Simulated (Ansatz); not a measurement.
Results of PBEsol (Ansatz, a program for electronic structure, plane waves, PAW) for chalcopyrite CdGeAs2.

Numerical settings: plane-wave cutoff 520 eV, 8×8×8 k mesh, Fermi–Dirac smearing 0.01 eV, scalar-relativistic PAW data made under PBE.

Response to compression and expansion:

Shape and atoms are relaxed at each volume.

```json
[
 {"V (Å³/atom)": "23.965", "P (GPa)": "2.72", "c (Å)": "11.134", "a (Å)": "5.869"},
 {"V (Å³/atom)": "24.464", "P (GPa)": "1.28", "c (Å)": "11.224", "a (Å)": "5.905"},
 {"V (Å³/atom)": "24.964", "P (GPa)": "0.00", "c (Å)": "11.311", "a (Å)": "5.942"},
 {"V (Å³/atom)": "25.463", "P (GPa)": "-1.15", "c (Å)": "11.397", "a (Å)": "5.979"},
 {"V (Å³/atom)": "25.962", "P (GPa)": "-2.17", "c (Å)": "11.480", "a (Å)": "6.015"}
]
```

Note: the gap of the solid is closed in this run; this level leaves the solid without a gap, although one is measured; the bulk modulus comes from volumes at which shape and atoms were relaxed.
